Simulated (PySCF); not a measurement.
Bond stretch in SMILES N (H3N), singlet. The N1–H4 bond (N1 also carries H, H; H4 carries nothing else) is stretched with both fragments frozen at the PBE0/def2-TZVP optimised geometry. Each curve is given relative to its own lowest point near equilibrium.

```
R / Å      A      B      C
-----  -----  -----  -----
0.77   2.533  2.474  2.562
0.80   1.816  1.773  1.846
0.85   0.957  0.933  0.986
0.92   0.278  0.271  0.302
0.94   0.169  0.165  0.189
0.99   0.019  0.019  0.029
1.01   0.000  0.000  0.005
1.03   0.000  0.000  0.000
1.07   0.051  0.049  0.037
1.12   0.187  0.180  0.153
1.19   0.473  0.457  0.405
1.24   0.722  0.698  0.625
1.37   1.457  1.411  1.261
1.51   2.278  2.214  1.941
1.67   3.156  3.087  2.611
1.80   3.789  3.732  3.043
2.04   4.746  4.756  3.583
2.22   5.289  5.390  3.814
2.48   5.832  6.132  3.987
2.72   6.114  6.671  4.059
3.06   6.212  7.254  4.102
3.51   5.921  7.789  4.122
```

Energies in eV.

### Question
Match the curves with the methods CASSCF(2,2)/cc-pVDZ (PySCF); restricted CAM-B3LYP/cc-pVDZ run with PySCF 2.14.0; MP2 on RHF/cc-pVDZ, 1 core orbital frozen in PySCF 2.14.0.

### Answer
A is RMP2; B is RKS-CAM-B3LYP; C is CASSCF(2,2).

The restricted form behind RMP2, RKS-CAM-B3LYP keeps the bonding electrons paired and can't separate into open-shell fragments. The T1 diagnostic of CCSD on the restricted reference of RMP2 exceeds 0.045 at 2.48 to 3.51 Å.
